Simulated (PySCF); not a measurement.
ethylamine (C2H7N), SMILES NCC. The structure is a stationary point at PBE-D3(BJ)/def2-TZVP. The values are those of a single conformer.

All values below come from PBE-D3(BJ)/def2-TZVP in PySCF.

Harmonic wavenumbers (cm⁻¹): 233, 266, 403, 780, 824, 888, 978, 1077, 1115, 1223, 1283, 1348, 1375, 1436, 1445, 1467, 1605, 2870, 2964, 2977, 3032, 3051, 3390, 3472. Rotational constants (GHz): 32.39, 8.910, 7.812; symmetry number 1.

Q: Work out the zero-point energy and the ideal-gas rigid-rotor harmonic-oscillator thermochemistry at 298.15 K and 1 atm.

A: ZPE = ½ Σ hcν = ½ × 39503 cm⁻¹ = 56.47 kcal/mol. H − E(el) = 59.88 kcal/mol. Entropy in cal/(mol K): translation 37.34, rotation 22.48, vibration 5.38, total 65.20. G − E(el) = 40.44 kcal/mol. Cp = 16.63 cal/(mol K).
